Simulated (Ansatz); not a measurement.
Ideal-gas functions of C2H3ClO (`O=CCCl`) at 600 K and 1 bar, from an Ansatz frequency run at PBE0-D4/def2-TZVP.

Molar mass 78.5 g/mol, point group C1 (symmetry number 1), electronic degeneracy 1, moments of inertia 15.942, 185.538, 194.918 u Å². Harmonic wavenumbers (cm⁻¹, unscaled): 51, 279, 466, 699, 826, 1031, 1057, 1193, 1262, 1402, 1437, 1850, 2942, 3084, 3164.

Use S(trans) = R[1.5 ln M + 2.5 ln T − 1.1517]; rotational temperatures θ = 24.2544 K / I; S(rot) = R[ln(√π/σ · √(T³/θAθBθC)) + 1.5]; for each mode x = 1.438777 ν̃/T, S = R[x/(eˣ − 1) − ln(1 − e⁻ˣ)] and H = RT x/(eˣ − 1); 1 cm⁻¹ = 0.0119627 kJ/mol; R = 8.31446 J/(mol·K).

By hand: the entropy, in J/(mol·K).

Translation 177.8. Rotation: θ = 1.5214, 0.1307, 0.1244 K, giving 112.4. Vibration, mode by mode: 25.79, 11.81, 7.81, 4.93, 3.87, 2.63, 2.50, 1.93, 1.70, 1.30, 1.21, 0.54, 0.06, 0.04, 0.04, in all 66.2. Electronic 0.0. Sum 356.4 J/(mol·K).

By hand: H − E and G − E in kJ/mol, counted from the electronic energy.

Zero-point energy ½ × 20743 × 0.0119627 = 124.1; thermal vibration 19.8; translation, rotation and pV give 4 RT = 20.0. H − E = 163.9 kJ/mol, and G − E = 163.9 − 600 × 356.4/1000 = -49.9 kJ/mol.

Vibration gives 19 % of the entropy, 25.8 J/(mol·K) of it from the mode under 150 cm⁻¹: soft modes count most, and the harmonic formula is weakest for them. The sum counts one conformer and one mirror image; others add a mixing term.
